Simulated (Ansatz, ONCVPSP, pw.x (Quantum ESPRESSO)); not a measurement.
# Equation-of-state test of one ONCV potential (Sb (Z = 51))

```json
{
 "Element": "Sb (Z = 51)",
 "Generator": "ONCVPSP 4.0.1.1 (patched build)",
 "Type": "optimised norm-conserving Vanderbilt (ONCV)",
 "Functional": "PBEsol",
 "Relativity": "scalar-relativistic",
 "Frozen core": "[Ar] 3d10",
 "Valence charge": "23",
 "Reference configuration": "4s2 4p6 4d10 5s2 5p3",
 "Partial waves": "4s+5s: rc 1.15 bohr, ncon 5, nbas 9, qcut 10.9 1/bohr, 3 projectors, debl 1.5 Ha; 4p+5p: rc 1.60 bohr, ncon 4, nbas 7, qcut 5.9 1/bohr, 2 projectors; 4d: rc 1.00 bohr, ncon 4, nbas 8, qcut 10.9 1/bohr, local",
 "Local potential": "the d channel",
 "Core correction": "none"
}
```

Atomic tests: cutoffs needed: 50 Ha and 59 Ha (the cutoffs (Ha) at which the residual kinetic energy of the hardest occupied pseudo-wave falls to 1 and 0.1 mHa per electron); ghost test: no bound ghost flagged; GHOST(+) flags only above 600 eV; largest excitation error: +18 meV (all-electron minus pseudo) for 4s2 4p5 4d10 5s2 5p3, out of 4 test configurations.

Crystal test: bcc Sb in pw.x 7.5, no spin, 12³ k-points, Fermi–Dirac smearing 0.01 Ry, cutoffs 140/560 Ry. The lattice is a test structure that the element need not adopt, and mesh and smearing are coarse.

pw.x input:

```
&control
  calculation='scf', prefix='x', pseudo_dir='./', outdir='./tmp', tstress=.true., disk_io='low'
/
&system
  ibrav=0, nat=1, ntyp=1, ecutwfc=140, ecutrho=560, nbnd=20,
  occupations='smearing', smearing='fd', degauss=0.01
/
&electrons
  conv_thr=1e-09, mixing_beta=0.4, electron_maxstep=70
/
ATOMIC_SPECIES
Sb 1.0 Sb.UPF
CELL_PARAMETERS angstrom
  -1.86496266 1.86496266 1.86496266
  1.86496266 -1.86496266 1.86496266
  1.86496266 1.86496266 -1.86496266
ATOMIC_POSITIONS crystal
Sb 0.0000 0.0000 0.0000
K_POINTS automatic
12 12 12 0 0 0
```

```bash
pw.x < Sb.scf.in > Sb.scf.out
```

Task: How does the run end?

Result: It converges; the pressure is 0.21 GPa against 0.11 GPa from all-electron LAPW.  The log shows:

```
     scf convergence threshold =      1.0E-09
     Exchange-correlation= PBESOL
     number of k points=    72  Fermi-Dirac smearing, width (Ry)=  0.0100
     iteration #  1     ecut=   140.00 Ry     beta= 0.40
     total energy              =    -477.70638957 Ry
     estimated scf accuracy    <       0.00232460 Ry
     iteration #  2     ecut=   140.00 Ry     beta= 0.40
     total energy              =    -477.70640286 Ry
     estimated scf accuracy    <       0.00050777 Ry
     iteration #  3     ecut=   140.00 Ry     beta= 0.40
     total energy              =    -477.70643046 Ry
     estimated scf accuracy    <       0.00004366 Ry
     iteration #  4     ecut=   140.00 Ry     beta= 0.40
     total energy              =    -477.70643326 Ry
     estimated scf accuracy    <       0.00000069 Ry
     iteration #  5     ecut=   140.00 Ry     beta= 0.40
     total energy              =    -477.70643323 Ry
     estimated scf accuracy    <       0.00000085 Ry
     iteration #  6     ecut=   140.00 Ry     beta= 0.40
     total energy              =    -477.70643339 Ry
     estimated scf accuracy    <          2.2E-09 Ry
     iteration #  7     ecut=   140.00 Ry     beta= 0.40
     total energy              =    -477.70643339 Ry
     estimated scf accuracy    <          3.2E-09 Ry
     iteration #  8     ecut=   140.00 Ry     beta= 0.40
     total energy              =    -477.70643339 Ry
     estimated scf accuracy    <          2.0E-09 Ry
     iteration #  9     ecut=   140.00 Ry     beta= 0.40
     the Fermi energy is    14.4927 ev
!    total energy              =    -477.70643339 Ry
     estimated scf accuracy    <          6.4E-10 Ry
     smearing contrib. (-TS)   =      -0.00235884 Ry
     The total energy is F=E-TS. E is the sum of the following terms:
     one-electron contribution =    -320.06299393 Ry
     hartree contribution      =     153.33694804 Ry
     xc contribution           =     -37.84980256 Ry
     ewald contribution        =    -273.12822609 Ry
     convergence has been achieved in   9 iterations
          total   stress  (Ry/bohr**3)                   (kbar)     P=        2.15
```
